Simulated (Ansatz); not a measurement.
Born–Oppenheimer molecular dynamics of C2H4ClN (8 atoms, charge 0, multiplicity 1). It goes on from the last frame of an earlier run, with new velocities.

Method: Ansatz, RKS B3LYP-D4/def2-SVP.

- ensemble: NVT, Nosé–Hoover chain
- time step: 0.5 fs
- steps asked: 100
- set temperature: 1000 K
- thermostat: time constant 50 fs, chain length 3
- seed: 869452

First frame:

```xyz
8
Properties=species:S:1:pos:R:3
C -0.416 0.914 0.347
N 0.194 -0.377 0.476
C -0.186 -1.313 -0.229
Cl 0.615 -2.755 0.072
H -1.518 0.813 0.161
H -0.311 1.605 1.172
H -0.055 1.683 -0.715
H -0.808 -1.348 -1.143
```

(1) What does the run give?

(2) What happens to the structure?

(3) How do temperature and energy run in time?

Answers

(1) The run went to its last step.

- steps done: 100
- time covered: 50 fs
- mean temperature over the second half: 898 K
- spread of the potential energy over the second half: 30.8 meV per atom
- mean potential energy of the second half above the start: -3.6 meV per atom

The conserved energy stayed within 1.1 meV per atom of its start (net change -0.34 meV per atom), so the integration is sound. The mean temperature of the second half is 10 % below the set value. A run of 0.05 ps of so small a system gives no equilibrium averages.

(2) The same pairs are bonded in the first frame and the last. It ends as one piece, C2H4ClN. Pairs count as bonded within 1.25 times the sum of covalent radii (0.12 Å more for H–H). The details hang on the random start.

(3) 
| time (fs) | T (K) | potential energy less start (eV) | conserved less start (meV/atom) |
| --- | --- | --- | --- |
| 0.0 | 1000 | 0.000 | 0.00 |
| 2.5 | 1059 | -0.041 | 0.54 |
| 5.0 | 1518 | -0.408 | -0.71 |
| 7.5 | 1560 | -0.446 | -0.98 |
| 10.0 | 1384 | -0.306 | 0.09 |
| 12.5 | 1062 | -0.061 | 0.40 |
| 15.0 | 1329 | -0.277 | 0.15 |
| 17.5 | 1251 | -0.226 | 0.26 |
| 20.0 | 1212 | -0.208 | 0.03 |
| 22.5 | 1221 | -0.230 | -0.32 |
| 25.0 | 556 | 0.285 | 0.72 |
| 27.5 | 1358 | -0.357 | -0.73 |
| 30.0 | 651 | 0.190 | 0.55 |
| 32.5 | 1078 | -0.158 | -0.54 |
| 35.0 | 532 | 0.264 | 0.34 |
| 37.5 | 582 | 0.223 | 0.46 |
| 40.0 | 1310 | -0.362 | -0.98 |
| 42.5 | 774 | 0.055 | 0.27 |
| 45.0 | 1302 | -0.373 | -0.65 |
| 47.5 | 516 | 0.239 | 0.67 |
| 50.0 | 1345 | -0.419 | -0.34 |

Run time: 3.8 min on 1 thread of Arm Neoverse V2, with other jobs on the host, peak memory 0.15 GiB.
